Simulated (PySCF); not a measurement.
1,2-dithiolane: bond dissociation enthalpies at several levels

Structure: `C1CSSC1` (C3H6S2). Non-hydrogen atoms are numbered in `[CH2:1]1[CH2:2][S:3][S:4][CH2:5]1`. These are map numbers, not IUPAC locants.

All levels share the PBE0-D3(BJ)/def2-SVP structures and the GFN2-xTB thermal terms; only the single-point energies (PySCF) change. Values are bond dissociation enthalpies (298 K, kJ/mol).

| level | C2–H |
| --- | --- |
| HF/def2-TZVP | 291 |
| OPBE/def2-TZVP | 353 |
| PBE-D3(BJ)/def2-TZVP | 353 |
| BLYP-D3(BJ)/def2-TZVP | 356 |
| B97-2/def2-TZVP | 361 |
| PBE0-D3(BJ)/def2-TZVP | 361 |
| PBE0-D3(BJ)/ma-def2-TZVP | 361 |
| PBE0-D3(BJ)/pcseg-2 | 364 |
| PBE0-D3(BJ)/cc-pVTZ | 365 |
| PBE0-D3(BJ)/aug-cc-pVDZ | 365 |
| PBE0-D3(BJ)/cc-pVDZ | 366 |
| PBE0-D3(BJ)/def2-SVP | 366 |
| PBE0-D3(BJ)/ma-def2-SVP | 366 |
| PBE0-D3(BJ)/def2-SVPD | 367 |
| PBE0-D3(BJ)/pcseg-1 | 368 |
| BHandHLYP/def2-TZVP | 368 |
| TPSSh-D3(BJ)/def2-TZVP (grid 3) | 369 |
| M06/def2-TZVP (grid 3) | 369 |
| CAM-B3LYP-D3(BJ)/def2-TZVP | 371 |
| PBE0-D3(BJ)/6-31G* | 375 |
| LDA/def2-TZVP | 390 |
| PBE0-D3(BJ)/6-31G | 394 |

Hartree-Fock leaves out electron correlation, so its bond energies come out too low, often by 100 kJ/mol or more.

The spread: 103 kJ/mol, from 291 to 394.
